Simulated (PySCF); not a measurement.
Dipole moment and polarisability across levels of theory

Compound: C4H6O.
InChI=1S/C4H6O/c1-2-4-5-3-1/h1-2H,3-4H2

PySCF, dipoles from the SCF density, polarisabilities from static response with core orbitals frozen. Geometry: PBE0-D3(BJ)/def2-SVP; no solvent, vibrations or thermal averaging.

Question: Compare the levels for these properties.

Answer: 

```csv
level,μ (D),error (%),α (au),anisotropy (au)
LDA/def2-SVPD,1.552,+17.5,52.49,21.35
PBE/def2-SVPD,1.526,+15.6,51.98,21.36
B3LYP/def2-SVPD,1.625,+23.1,50.61,20.73
PBE0/def2-SVPD,1.604,+21.5,50.04,20.53
BHandHLYP/def2-SVPD,1.705,+29.2,48.93,20.24
CAM-B3LYP/def2-SVPD,1.680,+27.2,49.79,20.24
wB97X-D/def2-SVPD,1.631,+23.6,49.75,19.98
LC-wPBE/def2-SVPD,1.684,+27.6,48.48,19.63
HF/def2-SVPD,1.774,+34.4,47.68,20.22
PBE0/6-31G*,1.665,+26.1,42.00,24.28
PBE0/def2-SVP,1.636,+23.9,43.47,23.63
PBE0/def2-TZVP,1.553,+17.6,48.81,21.90
```

Reference dipole: 1.320 D (measured, gas; NIST CCCBDB Release 22 (SRD 101), experimental dipoles). The anisotropy is √(½[(α1 − α2)² + (α2 − α3)² + (α3 − α1)²]). For the dipole, the smallest error is 15.6% (PBE/def2-SVPD) and the largest 34.4% (HF/def2-SVPD). Even the closest misses by 16%. The dipole runs from 1.53 D (PBE/def2-SVPD) to 1.77 D (HF/def2-SVPD). No reference polarisability is at hand; against PBE0 in the largest diffuse basis at hand (def2-SVPD) the other PBE0 rows deviate by 6-31G* -16%, def2-SVP -13%, def2-TZVP -2%. In one basis (def2-SVPD) the functionals order the polarisability from HF (lowest) to LDA (highest), a spread of 10%. With PBE0 the polarisability is 44.76 au without diffuse functions (mean of 6-31G*, def2-SVP and def2-TZVP) and 50.04 au with them (def2-SVPD). Measured values can belong to vibrating molecules; the computed ones are for one fixed geometry.
